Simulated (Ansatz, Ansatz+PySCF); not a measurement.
```xyz
9

C     0.0078   -0.4587   -0.1148
C    -0.0086   -0.4677    1.2096
C     0.0083    0.7645   -0.9720
H    -0.0044   -1.4076   -0.6568
H    -0.0032   -1.3968    1.7823
H    -0.0035    0.4532    1.8007
H    -0.0024    1.6935   -0.3805
H     0.8831    0.8001   -1.6306
H    -0.8816    0.8014   -1.6344
```

RHF on singlet C3H6 was run in several spherical basis sets with Ansatz (development build ahead of 0.2.0).

(1) Rank the basis sets by the total energy that they give, lowest first, with the distance from the lowest.
A. STO-3G
B. cc-pVDZ
C. cc-pVTZ
D. def2-TZVP
E. 6-31G(d)
F. def2-SVP

Answers

(1) D (0.00 eV), C (0.04 eV), B (0.95 eV), E (1.29 eV), F (3.47 eV), A (39.69 eV).

Totals follow the description of the cores as much as that of the bonds, so this order isn't one of quality for chemistry.
